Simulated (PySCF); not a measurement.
# Ionisation of ethane

System: ethane, `CC` (C2H6). Atom numbers as in the mapped SMILES `[CH3:1][CH3:2]`.

Computed at PBE0-D3(BJ)/ma-def2-TZVP // PBE0-D3(BJ)/def2-SVP with PySCF (density fitting, grid level 2). Thermal corrections: PBE0-D3(BJ)/def2-SVP frequencies, unscaled, ideal gas at 298.15 K and 1 bar, quasi-RRHO entropy.

Frontier levels of the parent: HOMO -9.53 eV, LUMO 0.26 eV.

Oxidation to the radical cation:
| Property | Result |
| --- | --- |
| Vertical ionisation energy (electronic) | 12.13 eV |
| Adiabatic ionisation energy (with zero-point energy) | 11.11 eV |
| Adiabatic, electronic part | 11.40 eV |
| Vertical gap at the product's structure | 10.43 eV |
| Inner reorganisation energy (four-point) | 1700 meV |
| Relaxation of product / of parent | 733 / 967 meV |
| ⟨S²⟩ of the product | 0.754 |
| Largest spin populations | C2 0.23, C1 0.23, H (on C2) 0.14, H (on C1) 0.14 |
| Largest changes of atomic charge | H (on C2) 0.16, H (on C1) 0.16, H (on C1) 0.16, H (on C2) 0.16 |
| Distances that move most (Å) | C1–C2 1.519 → 1.433; C2–H 1.101 → 1.146; C1–H 1.101 → 1.146; C1–H 1.101 → 1.146 |

Against the Active Thermochemical Tables (version 1.112): ionisation energy to the radical cation 11.52 (computed 11.11, error -0.42) eV.

Measured values (NIST Chemistry WebBook, evaluated or the median of agreeing entries): vertical ionisation energy 12.00 eV (computed 12.13, difference 0.13); adiabatic ionisation energy 11.52 eV (computed 11.11, difference -0.41).

Hardware: 1 thread of Intel Xeon Platinum 8488C, shared with other jobs. Command: `OMP_NUM_THREADS=1 python redox_run.py task.json out`. Structures, frequencies and single points: 110 s.

Differences come from unrounded values, so a last digit can differ from that of the printed terms.
